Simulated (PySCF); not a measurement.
Species: C₄H₃FS.
Cartesian coordinates in Å at the PBE0-D3(BJ)/def2-SVP level; atoms count from 1:
```
atom  x, y, z in Å
F1    -1.1536   -0.2726    1.9301
C2    -0.5759   -0.0441    0.7582
C3     0.7066   -0.5631    0.4332
C4     1.0848   -0.1888   -0.8279
S5    -0.1083    0.7751   -1.5996
C6    -1.1484    0.7027   -0.2352
H7     1.3001   -1.1783    1.1093
H8     2.0106   -0.4306   -1.3479
H9    -2.1159    1.1998   -0.2202
```

Level of theory: TDDFT PBE0/def2-SVPD, vertical, gas phase, core orbitals frozen in the response (PySCF).

Computed states:

| state | E (eV) | f |
| --- | --- | --- |
| S1 | 5.64 | 0.086 |
| S2 | 5.91 | 0.0043 |
| S3 | 6.04 | 0.097 |
| S4 | 6.31 | 0.0007 |
| S5 | 6.78 | 0.0066 |
| S6 | 6.88 | 0.0001 |
| S7 | 7.17 | 0.0057 |
| S8 | 7.39 | 0.0046 |
| S9 | 7.52 | 0.0079 |
| S10 | 7.62 | 0.0056 |

Each state is given a Gaussian of 0.3 eV full width at half maximum, with ε(max) = 2.175×10⁸ f / Δν̃ (Δν̃ the width in cm⁻¹). The width is an assumption, not a result. The curve ends short of the highest state used, and states not computed would add to its high-energy end.

Task: Give the broadened spectrum and its maxima.

Result: 
E (eV), ε (L mol⁻¹ cm⁻¹) and a bar:
```
     5.19         16 
     5.22         35 
     5.26         93 
     5.29        183 #
     5.32        338 #
     5.35        593 ##
     5.39       1150 ####
     5.42       1771 ######
     5.45       2582 #########
     5.49       3914 #############
     5.52       5013 #################
     5.55       6078 ####################
     5.59       7217 ########################
     5.62       7711 ##########################
     5.65       7823 ##########################
     5.69       7405 #########################
     5.72       6788 #######################
     5.75       6080 ####################
     5.79       5294 ##################
     5.82       5012 #################
     5.85       5090 #################
     5.89       5751 ###################
     5.92       6555 ######################
     5.95       7455 #########################
     5.99       8489 ############################
     6.02       8921 ##############################
     6.05       8936 ##############################
     6.09       8267 ############################
     6.12       7332 #########################
     6.15       6164 #####################
     6.18       4913 ################
     6.22       3344 ###########
     6.25       2359 ########
     6.28       1585 #####
     6.32        870 ###
     6.35        531 ##
     6.38        317 #
     6.42        163 
     6.45        109 
     6.48         91 
     6.52        104 
     6.55        139 
     6.58        192 #
     6.62        287 #
     6.65        370 #
     6.68        452 #
     6.72        544 ##
     6.75        588 ##
     6.78        602 ##
     6.82        574 ##
     6.85        527 ##
     6.88        467 ##
     6.92        392 #
     6.95        354 #
     6.98        340 #
     7.02        362 #
```

Maxima: 220 nm (5.64 eV), ε about 7800, made up of S1 (99%); 205 nm (6.04 eV), ε about 9000, made up of S3 (97%); 183 nm (6.78 eV), ε about 600, made up of S5 (99%) (ε in L mol⁻¹ cm⁻¹; maxima over ε = 5, shares over 10%). At its high-energy end, 7.02 eV, the curve is still rising (ε about 360, from S5 and S7).

Task: Coming from long wavelengths, where does ε first pass 100 L mol⁻¹ cm⁻¹?

Result: At about 236 nm (5.26 eV), 0.37 eV below S1.

Task: Does any computed singlet lie in the visible range?

Result: No computed singlet lies in the visible range (380 to 750 nm); the lowest, at 220 nm, stands 2.38 eV above its violet end (3.26 eV).

Task: What would ε be at 6.04 eV, the highest of these maxima, with half the width (0.15 eV)?

Result: About 17500 L mol⁻¹ cm⁻¹ against 8980, a factor of about 1.9; a lone state at its own centre would give exactly 2.

The vertical ionisation energy (ΔSCF) is 9.11 eV, 1.49 eV above S10.
